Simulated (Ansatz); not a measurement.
Input file:

```yaml
crystal:
  periodic: [false, false, false]
  atoms:
    - {symbol: C, position_ang: [0.000000, 0.000000, 0.000000]}
    - {symbol: C, position_ang: [0.000000, 0.000000, 1.301443]}
basis:
  gaussian: {orbitals: 6-31G}
total_charge: 1
magnetization: {spin_polarized: false, initial_magnetization: 3}
correlation: {active_space: {window: {electrons: 5, orbitals: 6}, fixed_orbitals: true}}
```

```sh
$ ansatz run in.yaml --threads 1 --pin off --events-out ev --progress --plain --max-ram 2393MiB
```

Task: Roughly how long does this take on 1 thread of Arm Neoverse N1, shared host, and how much host memory?

Result: 0.27 s wall and 0.06 GiB.

```
254 factors; integrals over basis functions are off by at most 2.3e-4 eV
mean field evaluation 1: about -2041.8475 eV, gradient 5.8e0 eV
mean field evaluation 2: about -2041.8586 eV, gradient 5.8e0 eV
mean field evaluation 4: about -2042.0934 eV, gradient 3.7e-1 eV
mean field evaluation 8: about -2042.0949 eV, gradient 4.3e-3 eV
mean field evaluation 16: about -2042.0949 eV, gradient 7.5e-6 eV
mean field evaluation 32: about -2042.2149 eV, gradient 2.8e0 eV
mean field evaluation 64: about -2041.9459 eV, gradient 2.0e-3 eV
mean field -2042.78950726 eV, -75.0711297392 hartree, gradient 1.2e-6 eV, S^2 3.750000; 11 other end points of the search recorded, 0 dependent functions left out
reference -2042.78950726 eV, -75.0711297392 hartree; 7, 4 occupied and 11, 14 virtual orbitals, 254 factors
state -2044.13113310 eV, -75.1204335795 hartree
Total energy: -2044.13113310 eV, -75.1204335795 hartree
```

Natural occupations: 1.8655 1.0521 0.9710 0.9710 0.0701 0.0701.
